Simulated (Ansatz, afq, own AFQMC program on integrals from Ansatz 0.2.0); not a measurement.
# AlH₂⁺, quintet in cc-pVDZ, levels against full CI

```xyz
3

Al    0.0000    0.0000   -0.1021
H     0.0000    0.8996    1.3665
H     0.0000   -0.8996    1.3665
```

Basis cc-pVDZ. Noble-gas cores (and the filled d shells of Ga–Kr and In–Xe) are frozen. AFQMC by an in-house program on the Cholesky factors that Ansatz 0.2.0 writes for its CCSD(T) run. The CISD trial takes its coefficients from CCSD amplitudes. Released means that phaseless walkers are propagated on without the constraint, phases kept. Uncertainties: one standard error, sampling alone.

Determinant: UHF, the one that the program's search chose, which needn't be the lowest solution. The geometry is a PBE0/def2-TZVP stationary point of this or a neighbouring charge and spin state.

Full CI on the same integrals is exact in this basis and with this determinant's frozen core.

Cautions: another spin lies lower (by 6.52 eV).

```
T1 diagnostic                               : 0.0071
weight of the determinant in the CISD state : 0.988
⟨S²⟩ of the determinant                     : 6.000
size of the correlated space                : 4 electrons in 23 orbitals
```

```json
{"level": "MP2", "correlation energy (eV)": "-0.2002"}
{"level": "CCSD", "correlation energy (eV)": "-0.3121"}
{"level": "CCSD(T)", "correlation energy (eV)": "-0.3138"}
```

(1) Estimate where AFQMC with the constraint released lies against CCSD(T) on the same integrals.

(1) 0.02 ± 0.004 kcal/mol below CCSD(T).

Reference: full CI, correlation energy -0.315 eV. The released energy is read at 2.40 1/Eh (meV from the phaseless value at times in 1/Eh: 0.1 ± 0.3 at 0.24, 0.19 ± 0.22 at 0.51, 0.11 ± 0.17 at 0.99, 0.14 ± 0.20 at 1.62, 0.04 ± 0.19 at 2.40).

| level | E − E(reference) (kcal/mol) | share of correlation (%) |
| --- | --- | --- |
| CCSD(T) | 0.02 | 99.76 |
| CCSDT | 0.00 | 99.99 |
| CCSDT(Q) | 0.00 | 99.99 |
| ph-AFQMC/CISD | 0.00 ± 0.004 | 100.02 |
| released AFQMC | 0.00 ± 0.004 | 100.00 |

CCSDT and higher add their correlation energy to the determinant of the CCSD(T) run, since their own runs factorise the integrals more tightly (a shift of under 2 meV). A walk keeps the symmetry of its determinant, which the program's search chose and which needn't be the lowest solution, so a lower state of the same spin and another symmetry isn't excluded. Released energies are given only where the last usable release times agree within the noise; a slower fall can still hide under it.
